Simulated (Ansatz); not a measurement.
Relaxation of ClH3MgO (6 atoms, charge 0, multiplicity 1), to a largest force component of 0.03 eV/Å in at most 50 steps.

Method: Ansatz 0.2.0, RKS PBE-D4/def2-SVPD.

```xyz
6
Properties=species:S:1:pos:R:3
Mg 0.008 -0.986 -0.428
H -0.915 1.885 -0.365
Cl -0.819 -2.083 -2.172
H -0.444 1.609 0.087
O 0.763 0.001 1.146
H 1.408 -0.426 1.732
```

**Question.** Where does it end, and by what steps?

**Answer.** The forces met the threshold. After 8 steps the energy has fallen by 0.371 eV; H2 moved furthest, 0.62 Å.

```csv
step,energy less start (eV),largest force component (eV/Å),accepted
0,0.0000,1.713,yes
1,-0.2301,0.780,yes
2,-0.3145,0.371,yes
3,-0.3299,0.649,yes
4,-0.3518,0.200,yes
5,-0.3626,0.128,yes
6,-0.3689,0.134,yes
7,-0.3704,0.041,yes
8,-0.3708,0.022,yes
```

```xyz
6
Properties=species:S:1:pos:R:3
Mg 0.027 -0.682 -0.292
H -0.932 1.349 -0.669
Cl -0.933 -1.606 -2.083
H -0.518 1.479 -0.024
O 0.885 -0.083 1.200
H 1.471 -0.456 1.868
```

Whether the end is a true minimum wasn't checked by a vibrational analysis.

Time of the run: 7 s on 2 threads of Intel(R) Xeon(R) 6975P-C (Granite Rapids), with other jobs on the host, peak memory 0.18 GiB.
